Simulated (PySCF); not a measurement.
Gas-phase reaction: Al(OH)₃ + Al₂H₆ → 3 AlH + 3 H₂O

Energies from PySCF, thermal terms from the rigid-rotor harmonic-oscillator model, ideal gas at 1 bar. † marks an energy on the PBE0/def2-TZVP geometry and frequencies; other levels use their own. CCSD(T) freezes the core. 6-31G* has spherical d functions here. All species are closed-shell singlets. B3LYP is the form with VWN-RPA correlation. Al(OH)₃, Al₂H₆: computed as isolated molecules; such fragments, hydroxides, amides, oligomers or adducts are transient or little studied in the gas. CCSD(T) isn't extrapolated to the basis-set limit.

CCSD(T)/def2-SVP† gives ΔH°(298 K) = 873 kJ.

Task: What do M06-2X/def2-TZVP†, HF/6-31G*, B3LYP/def2-TZVP† give?

Result: M06-2X/def2-TZVP†: 913 kJ; HF/6-31G*: 848 kJ; B3LYP/def2-TZVP†: 874 kJ. For scale, ΔH°(298 K) is 873 kJ at this level, 901 kJ at ωB97M-V/def2-TZVP†, and runs from 838 to 991 kJ over the 19 levels computed.
